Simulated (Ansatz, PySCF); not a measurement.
Molecule (SMILES): FC(F)=C(F)F.
Geometry (B3LYP-D3(BJ)/def2-TZVP, fixed):
```xyz
6

C      0.0032     0.0064     0.6604
C     -0.0032    -0.0064    -0.6604
F      0.0249     1.1143     1.3758
F     -0.0115    -1.0873     1.3975
F      0.0115     1.0873    -1.3975
F     -0.0249    -1.1143    -1.3758
```
Charge 0, spin multiplicity 1.

Near-linear dependence at PBE0/6-311++G(2d,2p) with PySCF (spherical functions, density fitting): canonical orthogonalisation drops combinations whose overlap eigenvalue lies under the threshold. The set has 162 functions.

| threshold | orbitals kept | energy minus last row (mEh) | SCF cycles |
|---|---|---|---|
| 1e-3 | 159 | 0.684 | 8 |
| 1e-4 | 161 | 0.111 | 8 |
| 1e-5 | 162 | 0.000 | 8 |
| 1e-6 | 162 | 0.000 | 8 |
| 1e-7 | 162 | 0.000 | 8 |
| 1e-9 | 162 | 0.000 | 8 |

The smallest overlap eigenvalue is 8.5e-05. Ansatz (a quantum-chemistry and plane-wave program) at its default drops 0 functions.
